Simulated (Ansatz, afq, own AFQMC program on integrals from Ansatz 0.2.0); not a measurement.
# Atomization energy of ZrHCl$_{2}$, sextet

```xyz
4

Zr    0.0000    0.0000    0.9366
Cl    0.0000   -1.2797   -1.2530
Cl    0.0000    1.2797   -1.2530
H     0.0000    0.0000    3.3821
```

Connectivity, by distances: Cl–ZrH–Cl.

Atoms in their ground-state spins without spin–orbit coupling (mostly on UHF) minus the molecule (UHF), without zero-point energy. The geometry is a stationary point, not shown to be a minimum.

Basis def2-SVP with its core potentials. Noble-gas cores (and the filled d shells of Ga–Kr and In–Xe) are frozen. Ansatz 0.2.0 and our own AFQMC program on the same integrals; the CISD trial comes from CCSD amplitudes, and released means the phaseless constraint is let go. ± is one standard error of the sampling. No spin–orbit coupling. The metal's outer-core s and p shells are frozen, which shifts wave-function levels against functionals. The errors of all members are added in quadrature.

No full CI on the walks' own integrals is used here; CCSDT(Q) serves as the reference and is uncertain by about the last step of the cluster series. Each member takes its own surest rung, up to full CI.

The best estimate is CCSD(T) at the basis-set limit (CBS: def2-TZVPP and def2-QZVPP, with their diffuse functions for anions and beside diffuse sets, CCSD(T) itself extrapolated) plus the step from CCSD(T) to CCSDT(Q) in def2-SVP. Rows without CBS are in def2-SVP, the functionals in def2-TZVP; B2PLYP and the wave-function rows carry a basis error of their own. Core correlation and relativity beyond core potentials are missing, and ± holds the sampling alone.

Cautions: no spin-orbit coupling; outer-core shells of the metal frozen; ZrHCl₂ (sextet): another spin lies lower, its ph-AFQMC/CISD value lies 45 ± 5 meV above CCSDT(Q); Zr (triplet): its ph-AFQMC/CISD value lies 21.6 ± 1.1 meV above full CI.

| level | atomization energy (eV) |
| --- | --- |
| B3LYP | 5.395 |
| HF | 3.655 |
| B2PLYP | 5.272 |

Problem. From these cheaper values, estimate the atomization energy at the level of the best estimate.

Solution. 5.454 eV (best estimate, highest rung CCSDT(Q)).

| level | atomization energy (eV) | error against the best estimate (eV) |
| --- | --- | --- |
| MP2 | 4.977 | -0.477 |
| CCSD | 4.585 | -0.870 |
| CCSD(T) | 4.712 | -0.742 |
| CCSDT | 4.709 | -0.746 |
| CCSDT(Q) | 4.722 | -0.732 |
| ph-AFQMC/CISD | 4.703 ± 0.005 | -0.751 ± 0.005 |
| released AFQMC | 4.729 ± 0.007 | -0.726 ± 0.007 |
| HF/CBS | 3.693 | -1.761 |
| MP2/CBS | 5.773 | 0.318 |
| CCSD(T)/CBS | 5.446 | -0.008 |
| wB97M-V | 5.472 | 0.018 |

Correlation beyond CCSD(T) adds 0.008 eV. Going to the basis-set limit adds 0.734 eV at CCSD(T). The perturbative (T) step is worth +0.128 eV.

Best estimates are given only where the step beyond CCSD(T) is under 0.3 eV and no member's determinant is very poor (T1 over 0.05, or 0.07 for open shells, ⟨S²⟩ too high by 0.3, two states mixed), so the hardest cases are missing from such tables.

The functionals ran in a triple-zeta set and keep a basis error of their own, a few kJ/mol for each bond in atomization energies and more for double hybrids, so close places among them and the extrapolated levels can swap.

CCSDT and higher add their correlation energy to the determinant of the CCSD(T) run, since their own runs factorise the integrals more tightly (a shift of under 2 meV). Each member of a difference takes its own highest rung, so a best estimate needn't equal the limit plus the step of one row. A walk keeps the symmetry of its determinant, which the program's search chose and which needn't be the lowest solution, so a lower state of the same spin and another symmetry isn't excluded. Released energies are given only where the last usable release times agree within the noise; a slower fall can still hide under it. The exponents were fitted on light atoms, and def2 sets of heavy atoms don't grow evenly, so the limit is rough here.
